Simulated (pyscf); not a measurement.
H₃C–N(CH₃)–Ge(NH₂)(NH₂)–NH₂ (SMILES C[N](C)[Ge]([NH2])([NH2])[NH2]) + H₂O (SMILES O) -> H₃C–NH–CH₃ (SMILES CNC) + H₂N–Ge(NH₂)(NH₂)–OH (SMILES [NH2][Ge]([NH2])([NH2])[OH]), a four-centre exchange (singlet surface; Ge–N, H–O broken, H–N, Ge–O formed). Structures and frequencies: ωB97X-D3(BJ)/def2-SVP in PySCF. Energies in kcal/mol from the separated reactants.

GFN2-xTB: tblite. 

Problem. In single points GFN2-xTB puts the saddle at 11.7 kcal/mol and the reaction energy at -14.2 kcal/mol. Should these be trusted to within a few kcal/mol? Compare with ωB97M-D3(BJ)/def2-TZVP.

Solution. ωB97M-D3(BJ)/def2-TZVP gives ΔE‡ = 6.0 kcal/mol and ΔE = -7.9 kcal/mol. GFN2-xTB lies 5.6 kcal/mol over it in the barrier and 6.2 kcal/mol under it in the reaction energy, so on this step it does not hold to within 3.0 kcal/mol. ωB97M-D3(BJ)/def2-TZVP has limits of its own. On the reactant side the descent ends in a bound adduct, 10.8 kcal/mol under the separated species and 16.7 kcal/mol under the saddle at ωB97X-D3(BJ)/def2-TZVP. On the product side the descent ends in an adduct with a Ge–N contact, 2.8 kcal/mol over the separated species and 9.8 kcal/mol under the saddle at ωB97X-D3(BJ)/def2-TZVP. What is counted as broken (Ge–N) persists as a longer contact in the product adduct; parting that adduct is a step of its own. H₃C–NH–CH₃ lies 7.8 kcal/mol over its isomer H₃C–CH₂–NH₂ (electronic energy, ωB97M-D3(BJ)/def2-TZVP). This is the saddle that the search found; another between the same sides may lie lower. In the def2 sets elements up to Kr have no core potential.
